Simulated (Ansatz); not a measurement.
Born–Oppenheimer molecular dynamics of AlFH2 (4 atoms, charge 0, multiplicity 1). It starts from a relaxed structure.

The calculation used RKS PBE0-D4/def2-SVP in Ansatz 0.2.0.

* ensemble: NVT, Nosé–Hoover chain
* time step: 0.5 fs
* steps asked: 250
* set temperature: 200 K
* thermostat: time constant 100 fs, chain length 3 (defaults)
* seed: 819178

First frame:

```xyz
4
Properties=species:S:1:pos:R:3
Al -0.024 0.000 0.014
H 0.063 0.000 1.591
F 1.420 0.000 -0.820
H -1.346 0.000 -0.850
```

**Question.** What does the run give?

**Answer.** All steps were run.

```yaml
steps_done: 250
time_covered: 125 fs
mean_temperature_over_the_second_half: 125 K
spread_of_the_potential_energy_over_the_second_half: 5.4 meV per atom
mean_potential_energy_of_the_second_half_above_the_start: 8.6 meV per atom
```

The conserved energy stayed within 0.024 meV per atom of its start (net change 0.008 meV per atom), so the integration is sound. The mean temperature of the second half is 37 % below the set value. A run of 0.12 ps of so small a system gives no equilibrium averages.

**Question.** What happens to the structure?

**Answer.** The same pairs are bonded in the first frame and the last. Pairs count as bonded within 1.25 times the sum of covalent radii (0.12 Å more for H–H). This is one draw of velocities; another would differ in detail.

**Question.** How do temperature and energy run in time?

**Answer.** 
```
time (fs)  T (K)  potential energy less start (eV)  conserved less start (meV/atom)
      0.0    200                             0.000                             0.00
      4.0    137                             0.016                             0.01
      8.0     36                             0.043                             0.01
     12.0      8                             0.050                             0.02
     16.0     97                             0.027                             0.01
     20.0    184                             0.005                             0.00
     24.0    171                             0.008                             0.00
     28.0     77                             0.033                             0.01
     32.0     12                             0.050                             0.02
     36.0     60                             0.038                             0.01
     40.0    155                             0.013                             0.01
     44.0    192                             0.005                             0.00
     48.0    115                             0.025                             0.01
     52.0     32                             0.047                             0.02
     56.0     40                             0.045                             0.02
     60.0    139                             0.020                             0.01
     64.0    200                             0.006                             0.00
     68.0    153                             0.020                             0.01
     72.0     50                             0.047                             0.02
     76.0     28                             0.053                             0.02
     80.0    115                             0.031                             0.01
     84.0    218                             0.006                             0.00
     88.0    199                             0.013                             0.00
     92.0     89                             0.043                             0.01
     96.0     14                             0.063                             0.02
    100.0     82                             0.046                             0.01
    104.0    214                             0.014                             0.00
    108.0    256                             0.006                             0.00
    112.0    164                             0.033                             0.01
    116.0     28                             0.069                             0.02
    120.0     36                             0.068                             0.02
    124.0    180                             0.032                             0.01
```

The run took 3.8 min on 1 thread of Intel(R) Xeon(R) Platinum 8259CL CPU @ 2.50GHz (Skylake/Cascade Lake) (shared host), peak memory 0.1 GiB.
